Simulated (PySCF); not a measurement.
# Oscillator strengths, rates and cross-sections

Species: glycidol, C₃H₆O₂.
SMILES with atom numbers: `[OH:1][CH2:2][C@H:3]1[CH2:4][O:5]1` (hydrogens: H6 on O1; H7, H8 on C2; H9 on C3; H10, H11 on C4)

Computed, not measured: TDDFT B3LYP/def2-SVPD, vertical, gas phase, core orbitals frozen in the response (PySCF 2.14.0, density-fitted response routines). Geometry: PBE0-D3(BJ)/def2-SVP, one conformer, isolated molecule. Torsions of this conformer, `[OH:1][CH2:2][C@H:3]1[CH2:4][O:5]1`: O1–C2–C3–C4 -137°, H–O1–C2–C3 56°.

Computed singlets with f of 0.002 or more:

```csv
state,ν̃ (cm⁻¹),f
S2,59260,0.0089
S3,62090,0.021
S4,63120,0.064
S5,63320,0.0055
S6,64220,0.0074
S8,67780,0.033
S9,68430,0.016
S10,69320,0.025
```

**Question.** Turn these into Einstein A coefficients, radiative lifetimes, transition dipoles and integrated cross-sections.

**Answer.** A / s⁻¹ = 0.6670 f (ν̃ / cm⁻¹)² and τ = 1/A in vacuum; |μ| follows from f = (2/3) ΔE |μ|² (atomic units, 1 au = 2.5417 D); ∫σ dE = 109.76 f Mb·eV.

```
state  A (s⁻¹)       τ  |μ| (D)  ∫σ dE (Mb·eV)
   S2  2.1×10⁷   48 ns     0.56           0.98
   S3  5.5×10⁷   18 ns     0.86            2.4
   S4  1.7×10⁸  5.9 ns     1.47              7
   S5  1.5×10⁷   68 ns     0.43           0.61
   S6  2.0×10⁷   49 ns     0.49           0.81
   S8  1.0×10⁸  9.9 ns     1.02            3.6
   S9  5.1×10⁷   20 ns     0.71            1.8
  S10  8.1×10⁷   12 ns     0.88            2.8
```

Leading configurations: S2 H→L+1 (90%); S3 H-1→L (66%); S4 H→L+2 (80%); S5 H→L+3 (57%); S6 H-1→L+1 (71%); S8 H-1→L+2 (92%); S9 H-2→L (78%); S10 H→L+5 (35%) (H = HOMO, L = LUMO).

Only emission to the ground state at the vertical energy is counted.

**Question.** Which computed singlets stay under f = 0.002?

**Answer.** S1 (7.05 eV, f 0.0015) and S7 (8.35 eV, f 0.0010).

**Question.** Suppose S2 emitted 0.3 eV lower with the same transition dipole. How would A change?

**Answer.** At fixed |μ|, A goes as the cube of the energy: (7.05/7.35)³ = 0.88, which makes τ about 54 ns.

**Question.** What is the integrated cross-section of all computed states together?

**Answer.** Σf = 0.185 over S1 to S10, so 109.76 × Σf ≈ 20.3 Mb·eV.

All these states lie below the vertical ionisation energy of 10.11 eV (ΔSCF).

On one thread, Arm Neoverse V2, on a shared host, this took 57 s wall.
